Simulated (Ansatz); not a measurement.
How far each method lies from UCCSDT(Q) for SiGeH (H-bridged), doublet

Geometry: displaced at random from a stationary point.

```xyz
3

Si    0.1186   -0.0425    1.6407
Ge   -0.0463   -0.0011   -0.6431
H     0.0303    1.2617    0.6265
```

Basis cc-pVDZ; Ansatz 0.2.0. Only valence electrons are correlated (noble-gas cores and the filled d shells of p-block atoms frozen), which leaves 9 electrons in 31 orbitals. R marks a restricted (for open shells ROHF) determinant, U an unrestricted one. Active spaces: valence = (9e, 9o) chosen from the atoms' valence shells. No spin–orbit coupling is included, and no scalar relativity.

Full CI isn't at hand for all of this; UCCSDT(Q) serves as the reference, and is uncertain by about the last step of the cluster series. The frozen core follows each run's orbitals, which can shift R against U totals by a few meV for light atoms and by up to 0.1 eV past Ca.

HF rows are the lowest solutions found. Coupled cluster chose its determinant by trial CCSD, here up to 0.35 eV above the lowest Hartree–Fock solution of its kind, and MP2 stands on that determinant too.

```
UHF ⟨S²⟩                            : 0.758
⟨S²⟩ of the determinant under UCCSD : 0.802
T1 diagnostic (RCCSD)               : 0.0314
largest doubles amplitude (RCCSD)   : 0.161
T1 diagnostic (UCCSD)               : 0.0290
```

```csv
level,E − E(determinant under the R cluster runs) (eV)
UMP2,-4.6204
UCCSD,-5.4495
UCCSD(T),-5.7477
```

Question: Estimate how far UCCSDT(Q) in cc-pVDZ lies from UCCSD(T). The table doesn't fix it; the size of (T) and the diagnostics are the guide.

Answer: UCCSDT(Q) in cc-pVDZ lies 68 meV below UCCSD(T), which is 23 % of the (T) step (-298 meV). T1 is raised, a doubles amplitude is large, but (T) still catches most of what CCSD lacks. The miss exceeds 1 kcal/mol.

The other levels:

```csv
level,E − E(UCCSDT(Q)) (meV),share of correlation (%),wall time
UHF†,5265,–,3.8 s
UCCSDT,28,99.52,–
```

A dagger marks rows that describe another state than the reference (another or a broken symmetry, a higher spin or other natural occupations), so the difference isn't the method's error.

The correlation energy at UCCSDT(Q), counted from the determinant under the R cluster runs, is -5.816 eV. That run took 36 s on 1 thread of Arm Neoverse V1, shared host.

Run but not shown, since their state or frozen core can't be matched to the reference's or they repeat it: RHF, RMP2, CISD, RCCSD, RCCSD(T), BCCD(T), RCCSDT, RCCSDT(Q), CASSCF (valence space), NEVPT2 (valence space), MRCISD (valence space), MRCISD+Q (valence space).

Times hold each run's SCF and search for its determinant on a shared host, so for small cases they say little of a method's own cost; they ran on 1 thread of Arm Neoverse V1.
